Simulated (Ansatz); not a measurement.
The input, for Ansatz 0.2.0:

```yaml
crystal:
  periodic: [false, false, false]
  atoms:
    - {symbol: N, position_ang: [0.088088, -0.391957, 1.498278]}
    - {symbol: O, position_ang: [-0.076786, 0.581913, 0.591269]}
    - {symbol: S, position_ang: [-0.000165, -0.119141, -0.949505]}
basis:
  gaussian: {orbitals: cc-pVDZ}
magnetization: {spin_polarized: false, initial_magnetization: 3}
correlation: {method: ccsdt_q, electrons: outside_noble_gas}
```

```sh
$ ansatz run in.yaml --threads 1 --pin off --events-out ev --progress --plain --max-ram 2393MiB
```

The program prints:

```
857 factors; integrals over basis functions are off by at most 1.5e-7 eV
mean field evaluation 1: about -14330.0434 eV, gradient 1.7e1 eV
mean field evaluation 2: about -14330.1450 eV, gradient 1.8e1 eV
mean field evaluation 4: about -14332.0222 eV, gradient 2.8e0 eV
mean field evaluation 8: about -14332.0981 eV, gradient 4.7e-1 eV
mean field evaluation 16: about -14332.0998 eV, gradient 3.3e-6 eV
mean field evaluation 32: about -14328.6762 eV, gradient 2.4e1 eV
mean field evaluation 64: about -14332.0948 eV, gradient 1.2e-1 eV
mean field evaluation 96: about -14332.0252 eV, gradient 2.5e0 eV
mean field evaluation 128: about -14323.4295 eV, gradient 2.7e1 eV
mean field evaluation 160: about -14326.8277 eV, gradient 7.8e-1 eV
...
mean field -14332.09979343 eV, -526.6949527625 hartree, gradient 3.3e-6 eV, S^2 3.750000; 11 other end points of the search recorded, 0 dependent functions left out
...
determinant -14332.09979343 eV, -526.6949527625 hartree, with singles and doubles -14343.95480213 eV, -527.1306162966 hartree
determinant -14331.75297483 eV, -526.6822074137 hartree, with singles and doubles -14343.58998668 eV, -527.1172095759 hartree
determinant -14326.83315033 eV, -526.5014071983 hartree, with singles and doubles -14340.16491313 eV, -526.9913404448 hartree
determinant -14332.09979343 eV, -526.6949527625 hartree, with singles and doubles -14343.95551029 eV, -527.1306423209 hartree
determinant -14331.75297483 eV, -526.6822074137 hartree, with singles and doubles -14343.59107614 eV, -527.1172496130 hartree
7 core orbitals not correlated: weight in the atoms' cores, before any rotation towards them, 1.000 or more for the frozen orbitals, at most 0.000 for the correlated occupied ones
reference -14332.09979343 eV, -526.6949527625 hartree; 10, 7 occupied and 29, 32 virtual orbitals, 857 factors
second order -10.80392584 eV of doubles, -0.23467484 eV of singles
...
cycle  14  -12.23874562 eV  change    1.9e-5 eV  update   1.0e-4
cycle  15  -12.23880905 eV  change   -6.3e-5 eV  update   6.5e-5
cycle  16  -12.23882795 eV  change   -1.9e-5 eV  update   4.6e-5
cycle  17  -12.23884590 eV  change   -1.8e-5 eV  update   2.8e-5
cycle  18  -12.23886260 eV  change   -1.7e-5 eV  update   1.8e-5
cycle  19  -12.23886889 eV  change   -6.3e-6 eV  update   1.1e-5
cycle  20  -12.23886427 eV  change    4.6e-6 eV  update   7.1e-6
cycle  21  -12.23886439 eV  change   -1.2e-7 eV  update   4.1e-6
cycle  22  -12.23886710 eV  change   -2.7e-6 eV  update   2.3e-6
cycle  23  -12.23886722 eV  change   -1.2e-7 eV  update   1.3e-6
perturbative correction -0.03722844 eV, -0.0013681199 hartree
Total energy: -14344.37588909 eV, -527.1460909568 hartree
```

For the same geometry and basis UCCSDT(Q) lies 4.8 meV lower.

Ran on 1 thread of AMD EPYC 7B13, shared host: 74 s wall, 1.1 GiB peak host memory.
